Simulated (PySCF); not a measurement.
Gas-phase reaction: SiH4 + 3 SiHCl + 2 O2 ⇌ SiCl3OH + 3 H2SiO

Computed with PySCF (xtb for GFN2) and rigid-rotor harmonic-oscillator thermochemistry at 1 bar. † marks an energy on the PBE0/def2-TZVP geometry and frequencies; other levels use their own. MP2 freezes the core. 6-31G* has spherical d functions here. Open shells (unrestricted): O2 (multiplicity 3); the rest are closed-shell singlets. GFN2 has no spin-polarisation term. B3LYP is the form with VWN-RPA correlation. SiHCl, SiCl3OH, H2SiO: computed as isolated molecules; such fragments, hydroxides, amides, oligomers or adducts are transient or little studied in the gas. MP2 isn't extrapolated to the basis-set limit.

```tsv
level	ΔH°(298 K), kJ
B3LYP/6-31G*	-1100
B3LYP/def2-TZVP†	[?]
BLYP/def2-TZVP†	[?]
GFN2-xTB	-2156
M06-2X/def2-TZVP†	-1281
MP2/def2-SVP†	[?]
MP2/def2-TZVPP†	-1426
PBE/def2-SVP	[?]
LDA/def2-TZVP†	-1342
ωB97M-V/def2-TZVP†	-1269
```

What belongs in the gaps?


- B3LYP/def2-TZVP†, ΔH°(298 K), kJ: -1217
- BLYP/def2-TZVP†, ΔH°(298 K), kJ: -1184
- MP2/def2-SVP†, ΔH°(298 K), kJ: -1250
- PBE/def2-SVP, ΔH°(298 K), kJ: -1095
